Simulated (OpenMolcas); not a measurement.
# SiH3F (SMILES F[SiH3]): the energy, rung by rung

The species is SiH3F (5 atoms), meant as a singlet with charge 0. SMILES: `F[SiH3]`. Geometry: relaxed at PBE0-D4/def2-TZVP.

```xyz
5

F    -1.2746    0.1628    0.8580
Si    0.0433   -0.0193   -0.0307
H    -0.3678   -0.1926   -1.4437
H     0.7686   -1.2179    0.4516
H     0.8805    1.1934    0.1234
```

Quantity: the energy change with the Si2–H3 bond stretched from 1.482 to 2.593 Å, in eV. The values are calculated.

| level | kind | program | value (eV) | less FCI/STO-3G | CPU time (all runs) |
| --- | --- | --- | --- | --- | --- |
| HF/STO-3G (restricted) | Hartree–Fock | OpenMolcas | 6.32 | +2.26 | 3.5 s |
| SVWN5/STO-3G (restricted) | LDA | OpenMolcas | 4.35 | +0.29 | 8.9 s |
| r2SCAN/STO-3G (restricted) | meta-GGA | OpenMolcas | 4.52 | +0.46 | 11 s |
| PBE0/STO-3G (restricted) | global hybrid | OpenMolcas | 4.83 | +0.77 | 8.8 s |
| B2PLYP/STO-3G (restricted) | double hybrid | OpenMolcas | 4.84 | +0.78 | 8.7 s |
| MP2/STO-3G (restricted) | perturbation theory | OpenMolcas | 5.11 | +1.05 | 3.6 s |
| CASSCF(2,2)/STO-3G | multireference | OpenMolcas | 4.17 | +0.11 | 3.7 s |
| MRCI(2,2)/STO-3G | multireference | OpenMolcas | 4.09 | +0.03 | 3.9 s |
| CISD/STO-3G (restricted) | coupled cluster or CI | OpenMolcas | 4.44 | +0.38 | 3.8 s |
| FCI/STO-3G | exact in the basis | OpenMolcas | 4.06 | 0.00 | 21 s |

FCI/STO-3G is exact within its basis and frozen core, so for wave-function methods in that basis the difference is their error; functionals converge differently with the basis, so for them it is only a difference. Spin-restricted single references rise too steeply as a bond breaks, Hartree–Fock most of all. The first shape isn't each level's own minimum. The values span 4.06 to 6.32 eV. All rows use very small basis sets, so even the best lies far from the true value. CPU times are rough (shared hosts, several kinds of processor): they show what a rung costs within a factor of a few.
